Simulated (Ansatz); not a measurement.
# Energy of Ge (space group No. 221) less that of diamond-structure Ge, by level of theory

No measured value is used here.

```tsv
level (code)	value (meV/atom)
PBE (Ansatz)	[?]
PBEsol (Ansatz)	183
PBE-D3(BJ) (Ansatz)	183
r²SCAN (Ansatz)	353
```

Problem. Some entries are withheld; supply them.

Solution. 
- PBE (Ansatz, an electronic-structure program), value (meV/atom): 240

Each level is taken at its own relaxed cell. Ansatz's density-functional and Hartree–Fock values are scalar-relativistic unless marked +SOC, with PAW data made under PBE.
